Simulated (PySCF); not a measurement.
Species: C5H11N.
SMILES with atom numbers: `[CH3:1][CH2:2][C@@H:3]1[CH2:4][CH2:5][NH:6]1` (hydrogens: H7, H8, H9 on C1; H10, H11 on C2; H12 on C3; H13, H14 on C4; H15, H16 on C5; H17 on N6)

The geometry is computed with GFN2-xTB (gas phase).

Problem. Give the optimised bond lengths and angles.

Solution. 
```csv
bond,length (Å)
C1–C2,1.524
C2–C3,1.523
C3–C4,1.539
C4–C5,1.533
C5–N6,1.464
C3–N6,1.468
"C1–H7, C1–H8, C1–H9",1.088
C2–H10,1.091
C2–H11,1.092
C3–H12,1.100
C4–H13,1.087
C4–H14,1.087
C5–H15,1.096
C5–H16,1.092
N6–H17,1.013
```

Bonds in one row agree within 0.01 Å and their mean is given. A selection of angles:
```csv
angle,degrees
C2–C1–H7,110.6
C2–C1–H8,110.5
H7–C1–H8,108.5
H7–C1–H9,108.3
C1–C2–C3,111.8
C1–C2–H10,110.2
C1–C2–H11,109.9
C3–C2–H10,108.6
C3–C2–H11,108.5
H10–C2–H11,107.6
C2–C3–C4,117.7
C2–C3–N6,113.5
C2–C3–H12,109.6
C4–C3–N6,89.0
C4–C3–H12,111.9
N6–C3–H12,114.0
C3–C4–C5,86.5
C3–C4–H13,116.5
C3–C4–H14,112.8
C5–C4–H13,116.4
C5–C4–H14,113.1
H13–C4–H14,109.8
C4–C5–N6,89.4
C4–C5–H15,113.2
C4–C5–H16,116.8
N6–C5–H15,115.0
N6–C5–H16,112.6
H15–C5–H16,109.0
C5–N6–H17,116.8
C3–N6–C5,91.8
C3–N6–H17,116.8
```

Torsions: C1–C2–C3–C4 -73° (synclinal); C2–C3–C4–C5 -129° (anticlinal); C3–C4–C5–N6 13° (synperiplanar); C4–C5–N6–C3 -14° (synperiplanar); C2–C3–N6–C5 134° (anticlinal).

Of the pairs four or more bonds apart, C4···H7 is among the closest relative to their van der Waals radii: 2.95 Å, 102 % of the sum of Bondi's values. N6 (secondary amine nitrogen) is pyramidal (angles 116.8°, 116.8° and 91.8°, sum 325.3°, 0.43 Å off the plane of its three neighbours). The 4-membered ring C3–C4–C5–N6 has internal angles of 86.5° to 91.8° (sum 357°, against 360° for a flat polygon); it is puckered, 0.09 Å rms from its mean plane, widest ring torsion 14°.

Point group: C1 (no symmetry element, even within 0.4 Å). Stationary, but not proved a minimum. The numbers are those of one conformer.
